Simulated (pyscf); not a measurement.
Structures and frequencies: ωB97X-D3(BJ)/def2-SVP in PySCF.

Q: For HO–CdH + water (H₂O) → HO–Cd–OH + hydrogen (H₂), a four-centre exchange (singlet surface; Cd–H, H–O broken, Cd–O, H–H formed), PBE/def2-TZVP gives ΔE‡ = 25.9 kcal/mol and ΔE = +7.2 kcal/mol (zero: the separated reactants). In which direction and how far do B3LYP-D3(BJ)/def2-TZVP, PBE0-D3(BJ)/def2-TZVP, ωB97M-D3(BJ)/def2-TZVP move these?

A: B3LYP-D3(BJ): ΔE‡ = 28.6 kcal/mol, ΔE = +7.4 kcal/mol; PBE0-D3(BJ): ΔE‡ = 28.0 kcal/mol, ΔE = +9.3 kcal/mol; ωB97M-D3(BJ): ΔE‡ = 29.4 kcal/mol, ΔE = +9.2 kcal/mol. PBE's barrier lies under all of them, by 2.1 to 3.5 kcal/mol. Its reaction energy matches one of them and lies within 2.1 kcal/mol of the others. On the reactant side the descent ends in an adduct with a Cd–O contact (not fully relaxed), 12.6 kcal/mol under the separated species and 40.4 kcal/mol under the saddle at ωB97X-D3(BJ)/def2-TZVP. What is counted as formed (Cd–O) is already present as a longer contact in the reactant adduct; forming that adduct is a step of its own. At the saddle there is also a short Cd–H contact that neither side keeps. This is the saddle that the search found; another between the same sides may lie lower. Elements past Kr carry the def2 core potentials, without spin-orbit coupling.
